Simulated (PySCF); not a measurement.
Compound: C4H2NS (charge -1).
Numbering: `[CH:1]#[C:2][C@H:3]([S-:4])[C:5]#[N:6]` (hydrogens: H7 on C1; H8 on C3)

Computed, not measured: PBE0-D3(BJ)/def2-SVP geometry optimisation, gas phase in PySCF 2.14.0.

What internal coordinates does the optimisation give?

| bond | length (Å) | order |
| --- | --- | --- |
| C1≡C2 | 1.215 | triple |
| C2–C3 | 1.466 | single |
| C3–S4 | 1.830 | single |
| C3–C5 | 1.469 | single |
| C5≡N6 | 1.161 | triple |
| C1–H7 | 1.072 | single |
| C3–H8 | 1.109 | single |

Orders are formal, as drawn. A selection of angles:
| angle | degrees |
| --- | --- |
| C2–C1–H7 | 176.7 |
| C1–C2–C3 | 178.5 |
| C2–C3–S4 | 113.1 |
| C2–C3–C5 | 109.8 |
| C2–C3–H8 | 106.8 |
| S4–C3–C5 | 110.8 |
| S4–C3–H8 | 110.4 |
| C5–C3–H8 | 105.6 |
| C3–C5–N6 | 178.3 |

The C–C distances run from 1.215 Å (C1≡C2, drawn triple) to 1.469 Å (C3–C5, drawn single), a spread of 0.254 Å.

Point group: C1 (no symmetry element, even within 0.4 Å). No frequency check. The geometry's basis has no diffuse functions, a weakness for an anion.
